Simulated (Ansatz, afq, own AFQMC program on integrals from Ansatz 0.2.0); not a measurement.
AFQMC on a folder of integrals that Ansatz 0.2.0 wrote.

```yaml
crystal:
  periodic: [false, false, false]
  atoms:
    - {symbol: B, position_ang: [0.001291, 0.051455, -0.052133]}
    - {symbol: H, position_ang: [-0.014292, 0.912881, 0.797700]}
    - {symbol: H, position_ang: [-0.039041, -1.556230, 1.576744]}
    - {symbol: H, position_ang: [0.022614, 0.901422, -0.913304]}
    - {symbol: H, position_ang: [0.016874, -0.809971, -0.901966]}
basis:
  gaussian: {orbitals: cc-pVDZ}
total_charge: 1
magnetization: {spin_polarized: false}
correlation: {method: ccsd_t, electrons: outside_noble_gas, hamiltonian_folder: ham}
```

```sh
$ ansatz run in.yaml --threads 1 --pin off --events-out ev --progress --plain --max-ram 16896MiB --backend cuda --devices 0, --max-vram 18GiB
```

afq runs on the folder ham with

```
--method phaseless --trial hf --walkers 4000 --populations 20 --least-time 40 --time-step 0.005 --steps-per-block 20 --equilibration-blocks 160 --max-blocks 4000 --target-error 0.00145 --factor-cut 1e-05 --seed 6188 --taylor-order 6
```

Times are imaginary, in 1/Eh. The walk had a cap of 49 s. With eight or more populations the least sampling time is a fifth of least-time, and the error comes from their spread.

```
orbitals 33  electrons 3 3  factors 250 of 304
reference energy -26.43065912 Eh
CCSD correlation -0.15302329 Eh in 12 cycles, weight of the determinant in the CISD state 0.8272
energy of the start -26.430659 Eh
 block  time / (1/Eh)  mean weight  energy / Eh
     1     0.100  1.0005  -26.454337
     2     0.200  1.0006  -26.472318
     3     0.300  1.0006  -26.487259
     4     0.400  1.0004  -26.499107
     5     0.500  1.0006  -26.509719
     8     0.800  1.0003  -26.531566
    13     1.300  1.0003  -26.549034
    25     2.500  0.9999  -26.569316
    31     3.100  1.0004  -26.578415
    49     4.900  0.9999  -26.581752
    67     6.700  0.9996  -26.585515
    85     8.500  0.9999  -26.586616
   103    10.300  1.0001  -26.581447
   121    12.100  1.0001  -26.589179
   133    13.300  1.0000  -26.594689
   139    13.900  0.9999  -26.587680
   157    15.700  1.0000  -26.586991
   175    17.500  1.0004  -26.588063
   193    19.300  1.0001  -26.593536
   211    21.100  1.0001  -26.583138
   229    22.900  1.0003  -26.587049
   235    23.500  0.9999  -26.587796
error from the spread of 20 populations
energy -26.587270 +/- 0.000829 Eh
(rows thinned)
```

Problem. Estimate how long the walk took on 1 × NVIDIA H100 80GB HBM3 with 2 threads of AMD EPYC 7R13 Processor (Zen 3), on a shared host (the card was shared).

Solution. 21 s of wall time.

The run passed its tests (sampling time, drift between the halves within three errors, error under three times the target), which doesn't prove that it has relaxed.

Against this walk (error 22.6 meV) on the same determinant: CCSD(T) 61.8 meV lower, CCSDT(Q) 85.8 meV lower, CCSDTQ 86.7 meV lower, full CI 86.9 meV lower, a separate phaseless walk with a CISD trial and standard settings 34.7 ± 22.7 meV lower (within the noise). The error is statistical and leaves out the bias of the constraint. Full CI is exact here, so the walk's 87 meV above it is the walk's own error: the bias of the constraint with this trial. The determinant is a poor start (see the cautions), so the low cluster orders aren't to be relied on, and full CI is the sure value.

Cautions: constraint bias not in the error; restricted determinant unstable towards unrestricted (UHF 1.14 eV lower, ⟨S²⟩ 0.85); strong correlation (T1 0.052, weight of the determinant 0.83, largest double 0.34); the CCSD(T) amplitudes may be one of several solutions (largest double 0.34); the CCSDT(Q) amplitudes may be one of several solutions (largest double 0.37); the CCSDTQ amplitudes may be one of several solutions (largest double 0.38).

CCSDT and higher add their correlation energy to the determinant of the CCSD(T) run, since their own runs factorise the integrals more tightly (a shift of under 2 meV). A walk keeps the symmetry of its determinant, which the program's search chose and which needn't be the lowest solution, so a lower state of the same spin and another symmetry isn't excluded.
